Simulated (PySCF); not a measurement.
This PySCF input (HF/def2-SVP) gives -115.74078 Eh with 62 basis functions.

```python
import numpy as np, basis_set_exchange as bse
from pyscf import gto, scf, dft, df

basis = {'C': gto.basis.parse(bse.get_basis('def2-SVP', elements=['C'], fmt='nwchem')), 'H': gto.basis.parse(bse.get_basis('def2-SVP', elements=['H'], fmt='nwchem'))}
mol = gto.M(
    atom='''
    C    -0.00541272    0.00514807    0.86088345
    C    -0.00020344   -0.64634739   -0.49579893
    C     0.00648613    0.64037189   -0.50345144
    H     0.90225350    0.00400638    1.46236727
    H    -0.92057007    0.01341463    1.45085018
    H    -0.00162276   -1.57792247   -1.03216063
    H     0.01471952    1.56546606   -1.05085530
    ''',
    basis=basis,
    charge=0,
    verbose=4,
    max_memory=8640,
)
mf = scf.RHF(mol)
mf = mf.density_fit(auxbasis=df.autoaux(mol))
mf.conv_tol = 1e-9
mf.max_cycle = 100
print('smallest overlap eigenvalue', np.linalg.eigvalsh(mol.intor('int1e_ovlp'))[0])
mf.kernel()
dip = mf.dip_moment()
```

Change:
```diff
- mf = mf.density_fit(auxbasis=df.autoaux(mol))
+ mf = mf.density_fit(auxbasis='cc-pvqz-jkfit')
```

What does the run give now?

-115.74091 Eh (HF/def2-SVP, 62 functions), a change of -0.13 mEh.
